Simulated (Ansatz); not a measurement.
# CH3FS2: basis-set convergence

An exercise on one series of results from a longer session: the logs are not shown, and one member is left open.

Computed with Ansatz 0.2.0, Gaussian basis. Level: one geometry, several basis sets.

The runs, in order: PBE0-D4/def2-SVP; ωB97M-V/def2-SVP; PBE0-D4/def2-QZVPP; ωB97M-V/def2-QZVPP; the functionals' def2-TZVPP values are taken from earlier runs.

**The relaxed structure**

An earlier PBE0-D4 in a triple-zeta def2 set relaxation fixed the geometry.

SMILES `FC(S)S`, 7 atoms, charge 0, spin multiplicity 1.

Atoms are counted from 1 here; the program's logs count them from 0.

Bond lengths: F1–C2 1.370 Å, C2–S3 1.794 Å, C2–S4 1.816 Å, C2–H5 1.090 Å, S3–H6 1.346 Å, S4–H7 1.342 Å. Angles: F1–C2–S3 112.0°, F1–C2–S4 105.8°, F1–C2–H5 107.5°, S3–C2–S4 109.7°, S3–C2–H5 110.6°, S4–C2–H5 111.1°, C2–S3–H6 96.0°, C2–S4–H7 94.8°.

Set-up of the first run:

File in.yaml:

```yaml
crystal:
  periodic: [false, false, false]
  atoms:
    - {symbol: F, position_ang: [-0.720662, -1.494257, 0.468718]}
    - {symbol: C, position_ang: [-0.297347, -0.256636, 0.062705]}
    - {symbol: S, position_ang: [1.324930, 0.147133, 0.713792]}
    - {symbol: S, position_ang: [-0.229547, -0.328384, -1.750213]}
    - {symbol: H, position_ang: [-1.037158, 0.470200, 0.398456]}
    - {symbol: H, position_ang: [0.908002, 0.433478, 1.961495]}
    - {symbol: H, position_ang: [0.112983, 0.960565, -1.900752]}
basis:
  gaussian: {orbitals: def2-SVP}
hamiltonian: {xc: pbe0, dispersion: d4}
output: {orbitals: {seedname: orbitals}}
```

Command:

```sh
ansatz run in.yaml --threads 2 --pin off --events-out ev --progress --plain --max-ram 4352MiB
```

Among the steps run: PBE0-D4 in def2-SVP; ωB97M-V in def2-SVP; PBE0-D4 in def2-QZVPP; ωB97M-V in def2-QZVPP.

One of the session's tables, all rows but one given; the rest of the session is left out.

It belongs to the step «Functionals by basis». 

```
functional       basis  HOMO (eV)  LUMO (eV)
   PBE0-D4    def2-SVP      -7.27       0.22
   PBE0-D4  def2-TZVPP          ?          ?
   PBE0-D4  def2-QZVPP      -7.46      -0.52
   ωB97M-V    def2-SVP      -9.46       2.29
   ωB97M-V  def2-TZVPP      -9.63       1.62
   ωB97M-V  def2-QZVPP      -9.69       1.22
```

**Question.** Estimate the row for PBE0-D4, def2-TZVPP.

As computed: HOMO (eV): -7.42; LUMO (eV): -0.33. In the column «HOMO (eV)» it lies between PBE0-D4, def2-QZVPP (-7.46) and PBE0-D4, def2-SVP (-7.27).
